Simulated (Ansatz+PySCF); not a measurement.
## doublet C₂H₂F: levels of theory in one basis

```xyz
5

F     0.0000   -0.0859   -1.8652
C     0.0000    0.5133   -0.6955
C     0.0000    0.0063    0.5155
H     0.0000    0.6575    1.3776
H     0.0000   -1.0912    0.6676
```

Basis set: cc-pVTZ (spherical functions). Left uncorrelated: 3 orbitals. Correlation on ROHF uses semicanonical orbitals with singles. Charge 0, multiplicity 2.

Computed with Ansatz (development build ahead of 0.2.0) and PySCF 2.14.0; each method stands on the lowest determinant of its kind that the runs found.

```json
{"method": "ROHF", "E − E(ROHF) (eV)": "0.00", "<S²> of the determinant": "0.75"}
{"method": "UHF", "E − E(ROHF) (eV)": "-0.22", "<S²> of the determinant": "0.94"}
{"method": "ROHF-MP2", "E − E(ROHF) (eV)": "-14.78", "<S²> of the determinant": "–"}
{"method": "ROHF-CCSD(T)", "E − E(ROHF) (eV)": "-15.91", "<S²> of the determinant": "–"}
```

(1) What does UHF-MP2 give on the same scale?

Answers

(1) -14.55 eV.

Caution for UHF, UHF-MP2: the unrestricted determinant is spin contaminated. Caution for ROHF-MP2, UHF-MP2: forces differ strongly between restricted and unrestricted references.
